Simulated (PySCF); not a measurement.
Species: C₃H₈O₂.
Geometry (PBE0-D3(BJ)/def2-SVP, Å), atoms numbered from 1 in this order:
```
atom  x, y, z in Å
C1    -1.5512   -0.9804   -0.2868
O2    -0.9707   -0.1354    0.6690
C3    -0.3280    0.9664    0.1246
O4     0.7971    0.6463   -0.6209
C5     1.8462    0.1133    0.1413
H6    -2.3275   -0.4528   -0.8750
H7    -2.0250   -1.8141    0.2488
H8    -0.8028   -1.3822   -0.9912
H9    -0.0658    1.6116    0.9848
H10   -0.9953    1.5172   -0.5656
H11    2.2005    0.8357    0.9019
H12    1.5478   -0.8129    0.6623
H13    2.6746   -0.1126   -0.5436
```

All values: CAM-B3LYP/def2-SVPD (PySCF, non-relativistic), on one gas-phase PBE0-D3(BJ)/def2-SVP geometry that isn't relaxed in the solvent. The solvent is an IEF-PCM continuum (Bondi radii, 1.10 Å for H, scaled by 1.2), and excitations are vertical TDDFT with non-equilibrium linear response and a frozen core. Only the electrostatic response of the medium enters.

```csv
run,E − E(gas) (kcal/mol),HOMO (eV),HOMO–LUMO gap (eV),dipole (D),lowest singlet (eV),static polarisability (au)
gas,0.00,-9.43,10.77,0.25,7.73,48.9
P,-3.77,-9.47,10.89,0.23,7.78,62.0
Q,-1.55,-9.43,10.82,0.25,7.74,53.7
```

Task: The runs were made in acetone and cyclohexane. Which run belongs to which solvent?

Result: P = acetone, Q = cyclohexane. The dielectric constants are 2.017 (cyclohexane), 20.49 (acetone), and the energy falls further as ε rises. The optical constants n² used for the excitations are 2.04, 1.85 in the same order. In this model the ground state sees the solvent through ε alone.

Task: How constant is the ratio of the lowering to (ε − 1)/(2ε + 1)?

Result: 
| solvent | (ε − 1)/(2ε + 1) | E − E(gas) (kcal/mol) | ratio (kcal/mol) | polarisation term (kcal/mol) |
| --- | --- | --- | --- | --- |
| cyclohexane | 0.202 | -1.55 | -7.7 | -1.62 |
| acetone | 0.464 | -3.77 | -8.1 | -4.20 |

The ratio changes by +6.1 % in size from cyclohexane to acetone. The polarisation term is half the interaction of the solute with the induced surface charges.
